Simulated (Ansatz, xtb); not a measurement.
# Relative energy of two isomers of HNO3

We compare a, `O=[N+]([O-])O`, a singlet, with b, `O=NOO`, a singlet. Both are isolated molecules in the gas phase, relaxed with PBE-D3(BJ)/def2-SVP; the shapes shown needn't be the lowest conformers.

a (Å):

```xyz
5

N    -1.1996    0.6801    1.0022
O    -1.7676    1.1216    1.9825
O    -1.5593   -0.1147    0.1760
O     0.1228    1.1821    0.7807
H     0.2375    1.8014    1.5371
```

b (Å):

```xyz
5

N    -2.2553   -1.5095   -1.1409
O    -1.7906   -1.5942   -2.2103
O    -1.1464   -1.2165   -0.1337
O    -1.7763   -1.0134    1.1179
H    -1.6032   -1.8733    1.5602
```

Quicker runs give these differences E(b) − E(a): GFN2-xTB +54.0 kcal/mol; HF/STO-3G −46.0 kcal/mol (at GFN2-xTB geometries); r2SCAN-D4/def2-SVP +43.3 kcal/mol (at GFN2-xTB geometries).

Task: Estimate E(b) − E(a) at the level CCSD(T)/def2-TZVP.

Result: Calculated at CCSD(T)/def2-TZVP: E(b) − E(a) = +33.3 kcal/mol, so structure a lies lower.

How the difference moves with the method:

| level | geometry | E(b) − E(a) (kcal/mol) | departure from the last row (kcal/mol) | job, with rough time for the two |
| --- | --- | --- | --- | --- |
| GFN2-xTB | GFN2-xTB | +54.0 | +20.6 | optimisation, 0.076 s |
| HF/STO-3G | GFN2-xTB | −46.0 | −79.3 | single point, 0.14 s |
| r2SCAN-D4/def2-SVP | GFN2-xTB | +43.3 | +10.0 | single point, 0.82 s |
| PBE-D3(BJ)/def2-SVP | PBE-D3(BJ)/def2-SVP | +41.3 | +8.0 | optimisation, 5.8 s |
| HF/def2-TZVP | PBE-D3(BJ)/def2-SVP | +36.4 | +3.1 | part of the CCSD(T) run |
| MP2/def2-TZVP | PBE-D3(BJ)/def2-SVP | +41.2 | +7.8 | part of the CCSD(T) run |
| CCSD(T)/def2-TZVP | PBE-D3(BJ)/def2-SVP | +33.3 |  | single point, 14 s |

As drawn, b has 1 O–O in place of 1 N–O.

HF/STO-3G puts the two in the other order. The largest departure from CCSD(T)/def2-TZVP is that of HF/STO-3G, 79.3 kcal/mol.

With harmonic frequencies from PBE-D3(BJ)/def2-SVP (ideal gas, rigid rotor, one conformer each, 298.15 K, 1 atm): the zero-point term adds −2.3 kcal/mol; ΔH is +31.7 and ΔG +30.5 kcal/mol.

The T1 diagnostic of structure b is large, so the coupled-cluster value is less sure. The correlated steps freeze 4 core orbitals. Mirror images aren't counted in ΔG. Programs: Ansatz 0.2.0, xtb 6.7.1; the last row on 2 threads of Intel(R) Xeon(R) 6975P-C (Granite Rapids) on a shared host.
